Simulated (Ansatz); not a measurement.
Process, species as SMILES: [C-]#[S+] (C-S) → CS+ (doublet, bonded as [C-]#[S+]) + e-
B3LYP-D3(BJ)/def2-TZVP geometries, fixed; electronic energies without zero-point terms.

Basis-set convergence of the adiabatic ionisation energy at CCSD(T) with Ansatz (an electronic-structure program). Cartesian d functions, on some or all atoms, in 6-31G**, 6-31+G*, 6-311+G**; all else is spherical. Cores are frozen. The T1 diagnostic of CCSD is high for at least one species. An unrestricted Hartree-Fock determinant is markedly spin-contaminated. Open shells are unrestricted. No added dispersion term, no relativity. Functions are those of the species that has most. Reference: Hartree-Fock in aug-cc-pV(Q+d)Z plus the correlation part extrapolated as X^-3 from aug-cc-pV(T+d)Z and aug-cc-pV(Q+d)Z, 11.422 eV, itself unsure by roughly 0.022 eV (a third of the extrapolation step and of the last Hartree-Fock step). Deviations are taken from unrounded values.

```tsv
basis	functions	adiabatic ionisation energy (eV)	minus reference (eV)
6-31G**	34	10.835	-0.587
6-31+G*	42	10.973	-0.449
def2-SVPD	47	11.148	-0.274
6-311+G**	53	11.024	-0.398
aug-cc-pV(D+d)Z	55	11.215	-0.207
6-311++G(2d,2p)	62	11.189	-0.233
pcseg-2	64	11.174	-0.248
cc-pV(T+d)Z	69	11.264	-0.158
def2-TZVPP	73	11.278	-0.144
def2-TZVPD	83	11.289	-0.134
6-311++G(3df,3pd)	86	11.288	-0.134
jun-cc-pV(T+d)Z	87	11.305	-0.118
def2-TZVPPD	88	11.293	-0.129
cc-pV(Q+d)Z	119	11.350	-0.072
def2-QZVPP	127	11.351	-0.071
def2-QZVPPD	142	11.362	-0.060
aug-pcseg-3	174	11.344	-0.078
pcseg-4	206	11.370	-0.052
```
